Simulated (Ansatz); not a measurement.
## Formulas on structure types

Level of theory: DFT r2SCAN, scalar-relativistic, plane waves, PAW (Ansatz 0.2.0). Settings: cutoff 500 eV, Γ-centred meshes no coarser than 0.19 Å⁻¹ for metals and 0.3 Å⁻¹ for insulators (2π included), Gaussian smearing.

Each formula was placed on the sites of the named type and relaxed at zero pressure without lowering the symmetry. No run is spin-polarised. The smearing is 0.1 eV for metals and 0.01 to 0.02 eV otherwise. The zero of energy is the elements' standard structures at the same level; no fitted shifts are applied.

The k mesh leaves about 4 meV/atom of noise in metals. Spin–orbit coupling is left out.

| formula | started on type | final group | a or a / b (Å) | c (Å) | V (Å³/atom) | E over elements (eV/atom) | gap on mesh (eV) |
| --- | --- | --- | --- | --- | --- | --- | --- |
| Sr2Rh | cubic Laves (C15) | Fd-3m | 8.90 | 8.90 | 29.4 | 1.08 | 0.00 |
| NaPt | caesium chloride | Pm-3m | 3.24 | 3.24 | 17.0 | 0.15 | 0.00 |
| NaPt | CoSn | P6/mmm | 5.37 | 4.74 | 19.8 | 0.73 | 0.00 |
| Sr2Rh | Cu2Sb | P4/nmm | 4.93 | 7.73 | 31.3 | -0.06 | 0.00 |
| NaPt | FeSi (B20) | P2_13 | ? | ? | ? | 0.23 | 0.00 |

(1) Cell and volume of NaPt on the FeSi (B20) type?

## Answers

(1) a = 5.21 Å, c = 5.21 Å, V = 17.6 Å³/atom